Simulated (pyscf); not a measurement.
**Hydrogen abstraction: H₃C–CH₂–ZnH (SMILES C[CH2][ZnH]) + CH₃• (SMILES [CH3]) → [H₃C–CH₂–Zn]• (SMILES C[CH2][Zn]) + CH₄ (SMILES C)**

Gas phase, doublet surface, charge 0. Bonds broken: Zn3–H9. Bonds formed: H9–C10. PySCF, gas phase, ωB97X-D3(BJ)/def2-SVP geometries.

Transition state (Å):

```xyz
13

C     -2.6038     0.1796    -1.1827
C     -1.1480    -0.3075    -1.2099
Zn    -0.0414     0.3369     0.2804
H     -3.1914    -0.2053    -2.0353
H     -3.1282    -0.1390    -0.2656
H     -2.6710     1.2803    -1.2214
H     -1.1216    -1.4130    -1.2105
H     -0.6675    -0.0035    -2.1582
H      0.8685     0.8622     1.5026
C      1.9005     1.4500     2.8823
H      1.2415     2.2177     3.2988
H      2.0050     0.5220     3.4524
H      2.7796     1.7958     2.3302
```

One imaginary mode, 442i cm⁻¹; descent along it reached the two sides named.

| bond | change | reactant side (Å) | saddle | product side |
|---|---|---|---|---|
| Zn3–H9 | breaks | 1.550 | 1.612 | 3.1 |
| H9–C10 | forms | 3.2 | 1.820 | 1.100 |

Electronic energies relative to the separated reactants (eV):

```
level                   barrier  reaction energy  reverse barrier
----------------------  -------  ---------------  ---------------
ωB97X-D3(BJ)/def2-TZVP     0.19            -1.32             1.51
PBE/def2-TZVP             -0.03            -1.49             1.46
r²SCAN/def2-TZVP           0.12            -1.30             1.42
B3LYP-D3(BJ)/def2-TZVP     0.08            -1.47             1.55
PBE0-D3(BJ)/def2-TZVP      0.08            -1.45             1.53
M06-2X/def2-TZVP           0.16            -1.63             1.79
ωB97M-D3(BJ)/def2-TZVP     0.21            -1.39             1.60
HF/def2-TZVP               0.61            -1.25             1.86
```

With ωB97M-D3(BJ)/def2-TZVP energies and thermal terms (ideal gas, 1 atm, RRHO with modes under 100 cm⁻¹ raised to 100, one conformer, R ln 2 for rigid chiral ones), in eV:

```csv
T (K),ΔH‡,ΔG‡,ΔH,ΔG
298,0.22,0.61,-1.19,-1.16
600,0.24,1.01,-1.23,-1.12
900,0.26,1.38,-1.26,-1.06
1200,0.29,1.75,-1.29,-0.98
```

At PBE this geometry lies under the reactants; that is no barrier but a single point on another level's saddle; such a level's own saddle, if it has one, lies nearer that side and is low. This is the saddle that the search found; another between the same sides may lie lower. The angle at the transferred H is 180°. Elements up to Kr have no core potential and no relativistic terms here.
